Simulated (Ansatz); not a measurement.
Na2O⁺. Total charge 1; quartet. Geometry PBE0-D4/def2-TZVP; atoms count from 1.

```xyz
3

Na    2.626    0.747    0.986
Na   -2.626   -0.747   -0.986
O     0.000    0.000    0.000
```

At PBE0-D4/def2-TZVP a doublet of charge 1 lies 4.40 eV below the quartet, each at its own geometry. The structure comes from a short search, and lower isomers may exist.

Problem. Estimate the Mulliken populations from the PBE0/def2-TZVP orbitals of Ansatz.

Solution. 
```json
{"atom": "Na1", "charge (e)": "0.46", "spin (α − β)": "0.50"}
{"atom": "Na2", "charge (e)": "0.46", "spin (α − β)": "0.50"}
{"atom": "O3", "charge (e)": "0.07", "spin (α − β)": "1.99"}
```
Mulliken values and Mayer orders depend strongly on the basis.

Problem. Where does the spin sit?

Solution. Summed by element: Na 1.01, O 1.99, of 3 unpaired in all. Largest on single atoms: O3 1.99, Na1 0.50, Na2 0.50.
